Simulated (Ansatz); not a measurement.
A nudged elastic band was laid between two geometries of ClH + FH3Si (7 atoms, charge 0, multiplicity 1).

All numbers below come from RKS B3LYP/def2-SVP (Ansatz).

- movable images: 7
- climbing image: yes
- spring: 20.0 eV/Å²
- optimiser: quadratic models (default)
- start path: through a guess of the saddle point
- force threshold: 0.05 eV/Å
- iteration limit: 60
- end points: relaxed

Initial state:

```xyz
7
Properties=species:S:1:pos:R:3
Si 0.315 0.000 -0.136
F 0.037 0.000 1.486
H 1.789 0.000 -0.326
H -0.292 1.227 -0.708
H -0.292 -1.227 -0.708
Cl -3.135 0.000 1.558
H -1.894 0.000 1.930
```

Final state:

```xyz
7
Properties=species:S:1:pos:R:3
Si -0.295 0.264 -0.395
F -0.301 -1.040 2.431
H 0.906 0.733 0.335
H -0.413 0.956 -1.704
H -0.306 -1.206 -0.582
Cl -2.005 0.807 0.715
H -1.058 -0.513 2.297
```

Which bonds break or form, and what moves?

Bonds broken: Si1–F2, Cl6–H7. Bonds formed: Si1–Cl6, F2–H7. ClH + FH3Si becomes ClH3Si + FH.

Give the energies along the band, and the barrier.

The run converged. The highest image is number 4 of 0 to 8, 34.8 kcal/mol above the first end and 25.8 kcal/mol above the last; the last end lies 8.9 kcal/mol above the first. Another band between the same ends (7 images) ends at a top of the same energy, where a vibrational analysis finds 1 clearly imaginary mode. The orbitals stay closed-shell, which can raise the energy where a bond breaks towards radicals; this wasn't checked here.

| image | path coordinate (Å) | energy (kcal/mol) | Si1–F2 (Å) | Cl6–H7 (Å) | Si1–Cl6 (Å) |
| --- | --- | --- | --- | --- | --- |
| 0 | 0.00 | 0.0 | 1.65 | 1.30 | 3.84 |
| 1 | 0.47 | 0.5 | 1.65 | 1.30 | 3.53 |
| 2 | 0.94 | 6.0 | 1.67 | 1.31 | 3.13 |
| 3 | 1.40 | 21.6 | 1.75 | 1.39 | 2.75 |
| 4 | 1.87 | 34.8 | 1.96 | 1.66 | 2.47 |
| 5 | 2.36 | 26.9 | 2.31 | 1.87 | 2.25 |
| 6 | 2.84 | 15.4 | 2.69 | 2.02 | 2.15 |
| 7 | 3.33 | 9.6 | 3.03 | 2.19 | 2.11 |
| 8 | 3.82 | 8.9 | 3.11 | 2.27 | 2.11 |

What is the geometry of the highest image?


```xyz
7
Properties=species:S:1:pos:R:3:forces:R:3
Si -0.167 0.030 -0.084 0.01 0.00 -0.03
F -0.077 -0.280 1.845 0.01 0.00 -0.01
H 1.303 0.240 0.067 -0.01 0.00 0.00
H -0.574 1.130 -0.999 0.00 -0.01 0.02
H -0.441 -1.329 -0.599 0.01 0.01 0.01
Cl -2.390 0.327 0.946 -0.01 0.01 0.00
H -1.125 -0.118 1.921 -0.01 0.00 0.02
```

The band took 8 iterations and about 100 core-seconds.

Time of the run: 100 s on 1 thread of Arm Neoverse V2 (shared host), peak memory 0.13 GiB.
